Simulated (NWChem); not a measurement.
System: BF3; SMILES FB(F)F

The following NWChem deck was run.

```
start job
memory heap 200 mb stack 900 mb global 1100 mb
geometry units angstroms
  B      0.000000     0.000000    -0.002277
  F     -0.345830    -1.263922     0.000339
  F     -0.921674     0.931458     0.000339
  F      1.267503     0.332464     0.000339
end
basis spherical
  * library def2-svp
end
dft
  xc xpbe96 cpbe96
  iterations 150
end
driver
  maxiter 120
end
task dft optimize
task dft freq
```

The level has its own optimisation; frequencies are unscaled.

Task: Give the results of this calculation. (PBE/def2-SVP.) Quantities: r B–F (Å); highest harmonic frequency (cm⁻¹); lowest (cm⁻¹); zero-point energy (kcal/mol).

Result: 
- r B–F (Å) = 1.323
- highest harmonic frequency (cm⁻¹) = 1449
- lowest (cm⁻¹) = 467
- zero-point energy (kcal/mol) = 7.7
